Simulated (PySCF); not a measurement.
Bond stretch in SMILES O (H₂O). The O1–H3 bond (O1 also carries H; H3 carries nothing else) is pulled apart rigidly from the PBE0/def2-TZVP optimised geometry.

Calculation: PySCF with CCSD(T) on UHF/cc-pVDZ, 1 core orbital frozen.

Question: Relative to R = 0.96 Å, what are the energies at R = 0.82, 0.90, 1.45, 1.73 Å?

Answer: 0.790 eV at 0.82 Å, 0.128 eV at 0.90 Å, 2.369 eV at 1.45 Å, 3.684 eV at 1.73 Å.

The unrestricted determinant behind UCCSD(T) is spin-contaminated at 1.45 to 3.37 Å (<S²> up to 1.0, against 0.00 for a pure singlet).
